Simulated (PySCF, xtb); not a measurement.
BCl₃, SMILES ClB(Cl)Cl.

GFN2-xTB (xtb) at its own geometry gives an orbital gap of 4.50 eV and a dipole moment of 0.03 D.

Coordinates come from a PBE0-D3(BJ)/def2-SVP optimisation. The isomer is the one that the SMILES or the coordinates give; other isomers of the formula were not compared.

Problem. What does r2SCAN/def2-TZVPD (PySCF) give? (The exact figures need the calculation; the answer reports its results.)

Solution. gap 5.61 eV (levels -8.05 and -2.44 eV), dipole 0.00 D.
